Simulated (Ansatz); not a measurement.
# OH (SMILES [OH]) at UBLYP/aug-cc-pVTZ

What is the vertical doublet–quartet gap of OH at UBLYP/aug-cc-pVTZ? 

Program for the calculation: Ansatz 0.2.0.

28 further runs of the same task are left out: 28 set aside as unsound or not needed.

## Step 1: The molecule

The species is OH (2 atoms), meant as a doublet with charge 0. SMILES: `[OH]`. The coordinates come from a PBE0-D4/def2-TZVP relaxation.

Bond lengths: O1–H2 0.973 Å.

## Step 2: A single-point energy at UBLYP/aug-cc-pVTZ

run.yaml reads:

```yaml
crystal:
  periodic: [false, false, false]
  atoms:
    - {symbol: O, position_ang: [0.415880, -0.133150, 0.214550]}
    - {symbol: H, position_ang: [-0.415880, 0.133150, -0.214550]}
basis:
  gaussian:
    orbitals: aug-cc-pVTZ
magnetization:
  spin_polarized: true
  initial_magnetization: 1
hamiltonian:
  xc: {name: BLYP}
accuracy: high
output: {orbitals: {seedname: orbitals}}
```

The run is started by

```bash
$ ansatz run run.yaml --threads 1 --pin off --max-ram 3480MiB --events-out events.jsonl --progress --plain --runs-dir runs
```

The program printed:

```text
Warning: RAYON_NUM_THREADS=1 ignored (pool sized by the plan → 1); use --threads N
Functional definition: BLYP
  name "BLYP"
  parameter beta = 0.0042
  parameter a = 0.04918
  parameter b = 0.132
  parameter c = 0.2533
  parameter d = 0.349
  exchange = b88_x(beta = beta)
  correlation = lyp_c(a = a, b = b, c = c, d = d)
899 factors; integrals over basis functions are off by at most 3.0e-9 eV
mean field evaluation 1: about -2059.3799 eV, gradient 2.5e1 eV
mean field evaluation 2: about -2053.7153 eV, gradient 4.6e1 eV
mean field evaluation 4: about -2061.4155 eV, gradient 4.1e-1 eV
mean field evaluation 8: about -2061.4169 eV, gradient 6.0e-3 eV
mean field evaluation 16: about -2061.4169 eV, gradient 1.1e-7 eV
mean field evaluation 32: about -2061.4169 eV, gradient 2.1e-8 eV
mean field -2061.41688470 eV, -75.7556732341 hartree, gradient 2.1e-8 eV, S^2 0.752250; 2 other end points of the search recorded, 0 dependent functions left out
reference -2061.41692180 eV, -75.7556745977 hartree; 5, 4 occupied and 64, 65 virtual orbitals, 899 factors
Total energy: -2061.41692180 eV, -75.7556745977 hartree
```

Run time: 1.8 s. Hardware: 1 thread of Arm Neoverse V2, shared host; peak memory 0.12 GiB.

## Step 3: The quartet, same level

run.yaml reads:

```yaml
basis:
  gaussian: {orbitals: aug-cc-pVTZ}
crystal:
  periodic: [false, false, false]
  atoms:
    - {symbol: O, position_ang: [0.415880, -0.133150, 0.214550]}
    - {symbol: H, position_ang: [-0.415880, 0.133150, -0.214550]}
magnetization: {spin_polarized: true, initial_magnetization: 3}
hamiltonian: {xc: {name: BLYP}}
accuracy: high
output: {orbitals: {seedname: orbitals}}
```

The run is started by

```bash
$ ansatz run run.yaml --threads 1 --pin off --max-ram 3480MiB --events-out events.jsonl --progress --plain --runs-dir runs
```

The program printed:

```text
Warning: RAYON_NUM_THREADS=1 ignored (pool sized by the plan → 1); use --threads N
Functional definition: BLYP
  name "BLYP"
  parameter beta = 0.0042
  parameter a = 0.04918
  parameter b = 0.132
  parameter c = 0.2533
  parameter d = 0.349
  exchange = b88_x(beta = beta)
  correlation = lyp_c(a = a, b = b, c = c, d = d)
899 factors; integrals over basis functions are off by at most 3.0e-9 eV
mean field evaluation 1: about -2053.5347 eV, gradient 7.4e0 eV
mean field evaluation 2: about -2053.6825 eV, gradient 3.5e0 eV
mean field evaluation 4: about -2053.7793 eV, gradient 1.4e-1 eV
mean field evaluation 8: about -2053.7763 eV, gradient 1.3e-2 eV
mean field evaluation 16: about -2053.7763 eV, gradient 1.4e-7 eV
mean field -2053.77625158 eV, -75.4748851459 hartree, gradient 4.9e-8 eV, S^2 3.752267; 0 other end points of the search recorded, 0 dependent functions left out
reference -2053.77629146 eV, -75.4748866116 hartree; 6, 3 occupied and 63, 66 virtual orbitals, 899 factors
Total energy: -2053.77629146 eV, -75.4748866116 hartree
```

It took 1.4 s on 1 thread of Arm Neoverse V2, shared host; peak memory 0.12 GiB.

## Step 4: Outcome

Level: UBLYP/aug-cc-pVTZ.

```
                                        quantity         value
                           doublet: total energy  -75.75567 Eh
     doublet: HOMO energy (highest over α and β)      -7.37 eV
      doublet: LUMO energy (lowest over α and β)      -6.54 eV
                                   doublet: ⟨S²⟩         0.752
                           quartet: total energy  -75.47489 Eh
     quartet: HOMO energy (highest over α and β)      -2.63 eV
                                   quartet: ⟨S²⟩         3.752
vertical energy of the quartet above the doublet      7.641 eV
```

At this shape the quartet lies 7.64 eV (737 kJ/mol) above the doublet.
